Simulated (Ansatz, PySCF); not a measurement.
Dissociation curve of SMILES O=CO (CH₂O₂). The C2–H5 bond (C2 also carries O, O; H5 carries nothing else) is pulled apart rigidly from the PBE0/def2-TZVP optimised geometry.

UHF/cc-pVTZ (Ansatz, a first-principles code); RHF/cc-pVTZ (Ansatz); UKS-PBE = unrestricted PBE/cc-pVTZ in Ansatz; RKS-PBE = restricted PBE/cc-pVTZ run with Ansatz; UKS-B3LYP = unrestricted B3LYP/cc-pVTZ (Ansatz); RKS-B3LYP = Ansatz with restricted B3LYP/cc-pVTZ; UKS-CAM-B3LYP = unrestricted CAM-B3LYP/cc-pVTZ run with Ansatz; RKS-CAM-B3LYP = Ansatz with restricted CAM-B3LYP/cc-pVTZ; UKS-B3LYP/6-31G* = PySCF with unrestricted B3LYP/6-31G*, spherical d; RKS-B3LYP/6-31G* = restricted B3LYP/6-31G*, spherical d (PySCF 2.14.0); UKS-B3LYP/6-311+G** = unrestricted B3LYP/6-311+G**, spherical d run with PySCF; RKS-B3LYP/6-311+G** = restricted B3LYP/6-311+G**, spherical d run with PySCF; UKS-LDA (SVWN5)/6-31G* = unrestricted LDA (SVWN5)/6-31G*, spherical d (PySCF); RKS-LDA (SVWN5)/6-31G* = restricted LDA (SVWN5)/6-31G*, spherical d in PySCF 2.14.0.

Scanned distances (Å): 0.87, 0.94, 1.00, 1.04, 1.05, 1.10, 1.14, 1.16, 1.19, 1.26, 1.35, 1.48, 1.65, 1.82, 1.99, 2.21, 2.44, 2.71, 2.99, 3.35, 3.80.

Where does the unrestricted solution first break spin symmetry (<S²> of 0.01 or more)?

UHF: between 1.48 and 1.65 Å; UKS-PBE: between 1.99 and 2.21 Å; UKS-B3LYP: between 1.99 and 2.21 Å; UKS-CAM-B3LYP: between 1.82 and 1.99 Å; UKS-B3LYP/6-31G*: between 1.82 and 1.99 Å; UKS-B3LYP/6-311+G**: between 1.99 and 2.21 Å; UKS-LDA (SVWN5)/6-31G*: between 2.21 and 2.44 Å.

```csv
R / Å,<S²> UHF,E(RHF) − E(UHF) / mEh,<S²> UKS-PBE,E(RKS-PBE) − E(UKS-PBE) / mEh,<S²> UKS-B3LYP,E(RKS-B3LYP) − E(UKS-B3LYP) / mEh,<S²> UKS-CAM-B3LYP,E(RKS-CAM-B3LYP) − E(UKS-CAM-B3LYP) / mEh,<S²> UKS-B3LYP/6-31G*,E(RKS-B3LYP/6-31G*) − E(UKS-B3LYP/6-31G*) / mEh,<S²> UKS-B3LYP/6-311+G**,E(RKS-B3LYP/6-311+G**) − E(UKS-B3LYP/6-311+G**) / mEh,<S²> UKS-LDA (SVWN5)/6-31G*,E(RKS-LDA (SVWN5)/6-31G*) − E(UKS-LDA (SVWN5)/6-31G*) / mEh
0.87,0.00,0.0,0.00,0.0,0.00,0.0,0.00,0.0,0.00,0.0,0.00,0.0,0.00,0.0
0.94,0.00,0.0,0.00,0.0,0.00,0.0,0.00,0.0,0.00,0.0,0.00,0.0,0.00,0.0
1.00,0.00,0.0,0.00,0.0,0.00,0.0,0.00,0.0,0.00,0.0,0.00,0.0,0.00,0.0
1.04,0.00,0.0,0.00,0.0,0.00,0.0,0.00,0.0,0.00,0.0,0.00,0.0,0.00,0.0
1.05,0.00,0.0,0.00,0.0,0.00,0.0,0.00,0.0,0.00,0.0,0.00,0.0,0.00,0.0
1.10,0.00,0.0,0.00,0.0,0.00,0.0,0.00,0.0,0.00,0.0,0.00,0.0,0.00,0.0
1.14,0.00,0.0,0.00,0.0,0.00,0.0,0.00,0.0,0.00,0.0,0.00,0.0,0.00,0.0
1.16,0.00,0.0,0.00,0.0,0.00,0.0,0.00,0.0,0.00,0.0,0.00,0.0,0.00,0.0
1.19,0.00,0.0,0.00,0.0,0.00,0.0,0.00,0.0,0.00,0.0,0.00,0.0,0.00,0.0
1.26,0.00,0.0,0.00,0.0,0.00,0.0,0.00,0.0,0.00,0.0,0.00,0.0,0.00,0.0
1.35,0.00,0.0,0.00,0.0,0.00,0.0,0.00,0.0,0.00,0.0,0.00,0.0,0.00,0.0
1.48,0.00,0.0,0.00,0.0,0.00,0.0,0.00,0.0,0.00,0.0,0.00,0.0,0.00,0.0
1.65,0.04,0.0,0.00,0.0,0.00,0.0,0.00,0.0,0.00,0.0,0.00,0.0,0.00,0.0
1.82,0.44,8.9,0.00,0.0,0.00,0.0,0.00,0.0,0.00,0.0,0.00,0.0,0.00,0.0
1.99,0.68,26.4,0.00,0.0,0.00,0.0,0.17,0.8,0.01,0.0,0.00,0.0,0.00,0.0
2.21,0.84,52.7,0.06,0.0,0.39,4.0,0.53,9.4,0.41,4.4,0.40,4.1,0.00,0.0
2.44,0.93,79.6,0.55,4.7,0.67,13.5,0.75,23.3,0.68,14.5,0.68,13.6,0.29,1.0
2.71,0.97,107.4,0.81,14.3,0.85,26.4,0.89,40.4,0.86,28.2,0.85,26.5,0.65,7.7
2.99,1.00,131.6,0.93,24.5,0.94,38.7,0.95,56.6,0.94,41.4,0.94,38.8,0.84,16.4
3.35,1.01,156.3,0.98,35.0,0.98,51.4,0.98,73.7,0.98,55.2,0.98,51.4,0.95,26.7
3.80,1.01,179.3,1.00,43.9,1.00,62.5,1.00,89.6,1.00,67.3,1.00,62.3,0.99,36.2
```
